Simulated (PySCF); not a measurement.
Computed with M06-2X/def2-TZVP // PBE0-D3(BJ)/def2-SVP in PySCF. All species are isolated molecules in the gas phase. Delta-SCF ions had no search for a lower state. 

Reference species (SMILES): `C#N` (neutral, multiplicity 1).

```yaml
vertical ionisation energy (Delta-SCF): 13.66 eV
dipole_moment: 3.07 D
```

Changed species: `N` (free base NH3; the reference has free base NCH).

### Question
Give the shifts of the vertical ionisation energy (Delta-SCF) and dipole moment.

### Answer
the vertical ionisation energy (Delta-SCF) decreases by 2.66 eV, to 11.00 eV; the dipole moment falls by 1.27 D, to 1.80 D.
